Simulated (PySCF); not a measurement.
Methylenecyclobutane, C₅H₈.
SMILES: `C=C1CCC1`

The closed-shell ground state was solved at several levels (PySCF, density fitting, gas phase, non-relativistic). Isolated species at its GFN2-xTB geometry, gas phase.

```json
{"level": "PBE0/pcSseg-1", "basis functions": "125", "HOMO (eV)": "-7.01", "LUMO (eV)": "0.30", "gap (eV)": "7.31", "dipole (D)": "0.51"}
{"level": "B3LYP/pcJ-1", "basis functions": "215", "HOMO (eV)": "-6.77", "LUMO (eV)": "0.07", "gap (eV)": "6.84", "dipole (D)": "0.52"}
```

Q: What might CAM-B3LYP/def2-SVPD (164 basis functions) give for the same quantities?

A: HOMO -8.36 eV, LUMO 1.33 eV, gap 9.69 eV, dipole 0.55 D.

Q: Over all these levels, which gives the widest orbital gap and which the narrowest?

A: CAM-B3LYP/def2-SVPD (range-separated hybrid) has the widest, 9.69 eV, and B3LYP/pcJ-1 (global hybrid, 20 % exact exchange) the narrowest, 6.84 eV. Functional and basis both differ between the two, so the spread mixes both effects.

Q: How far do the dipole and the HOMO energy spread over the levels?

A: The dipole runs from 0.51 to 0.55 D (mean 0.53 D) and the HOMO from -8.36 to -6.77 eV.
